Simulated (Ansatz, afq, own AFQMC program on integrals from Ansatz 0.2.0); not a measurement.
AFQMC on a folder of integrals that Ansatz 0.2.0 wrote.

```yaml
crystal:
  periodic: [false, false, false]
  atoms:
    - {symbol: Zn, position_ang: [0.000000, 0.000000, 0.000000]}
basis:
  gaussian: {orbitals: def2-TZVP}
magnetization: {spin_polarized: false}
correlation: {method: ccsd_t, electrons: outside_noble_gas, hamiltonian_folder: ham}
```

```sh
$ ansatz run in.yaml --threads 1 --pin off --events-out ev --progress --plain --max-ram 16896MiB --backend cuda --devices 0, --max-vram 18GiB
```

Options of the walk:

```
--method phaseless --trial cisd --walkers 4000 --populations 20 --least-time 60 --time-step 0.005 --steps-per-block 50 --equilibration-blocks 40 --max-blocks 4000 --target-error 0.00013 --factor-cut 1e-05 --seed 2481 --release-times 0.24,0.5,1,1.5 --release-step 0.02 --release-every 3 --taylor-order 6
```

Times are imaginary, in 1/Eh. The walk had a cap of 122 s. With eight or more populations the least sampling time is a fifth of least-time, and the error comes from their spread.

Log:

```
orbitals 39  electrons 6 6  factors 287 of 320
reference energy -1777.80706628 Eh
CCSD correlation -0.37526124 Eh in 9 cycles, weight of the determinant in the CISD state 0.9068
energy of the start -1778.182334 Eh
 block  time / (1/Eh)  mean weight  energy / Eh
     1     0.250  0.9999  -1778.182744
     2     0.500  0.9995  -1778.185991
     3     0.750  0.9991  -1778.187336
     4     1.000  0.9998  -1778.188746
     5     1.250  0.9999  -1778.188886
     7     1.750  0.9999  -1778.188386
     9     2.250  0.9991  -1778.189654
    11     2.750  1.0006  -1778.189128
    15     3.750  0.9995  -1778.190706
    19     4.750  0.9998  -1778.190275
    23     5.750  0.9990  -1778.191865
    27     6.750  0.9999  -1778.192225
    31     7.750  1.0002  -1778.189531
    35     8.750  1.0004  -1778.190772
    39     9.750  1.0000  -1778.190264
    43    10.750  0.9999  -1778.190849
    47    11.750  1.0003  -1778.192050
    51    12.750  0.9996  -1778.189591
    55    13.750  1.0000  -1778.190804
    59    14.750  0.9998  -1778.191297
    63    15.750  0.9996  -1778.190770
    67    16.750  0.9996  -1778.191295
    71    17.750  1.0003  -1778.190837
    75    18.750  1.0003  -1778.190219
    79    19.750  1.0000  -1778.190738
    81    20.250  1.0003  -1778.193236
    83    20.750  0.9999  -1778.190058
    87    21.750  1.0000  -1778.191651
    89    22.250  1.0004  -1778.189269
    91    22.750  1.0004  -1778.191280
    95    23.750  1.0006  -1778.190415
    99    24.750  1.0002  -1778.190208
error from the spread of 20 populations
released: time / (1/Eh)  energy / Eh  error  mean overlap
  0.24  -1778.190787  0.000161  0.9980
  0.50  -1778.191013  0.000118  0.9946
  1.00  -1778.190933  0.000181  0.9883
  1.50  -1778.190693  0.000170  0.9884
energy -1778.190947 +/- 0.000117 Eh
(rows thinned)
```

The run passed its tests (sampling time, drift between the halves within three errors, error under three times the target), which doesn't prove that it has relaxed.

Against this walk (error 3.2 meV) on the same determinant: CCSD(T) 8.7 meV lower, CCSDT(Q) 4.2 meV higher (within the noise), CCSDTQ 1.0 meV lower (within the noise). The error is statistical and leaves out the bias of the constraint. Released to 1.50 1/Eh the energy moves by 7 ± 6 meV (both errors), within twice the noise.

Cautions: constraint bias not in the error; no relativity below Rb; outer-core shells of the metal frozen.

The walk took 24 s on 1 × NVIDIA H100 80GB HBM3 with 2 threads of AMD EPYC 7R13 Processor (Zen 3), with other jobs on the host (the card was shared). The log's last line is the phaseless energy.

CCSDT and higher add their correlation energy to the determinant of the CCSD(T) run, since their own runs factorise the integrals more tightly (a shift of under 2 meV). A walk keeps the symmetry of its determinant, which the program's search chose and which needn't be the lowest solution, so a lower state of the same spin and another symmetry isn't excluded.
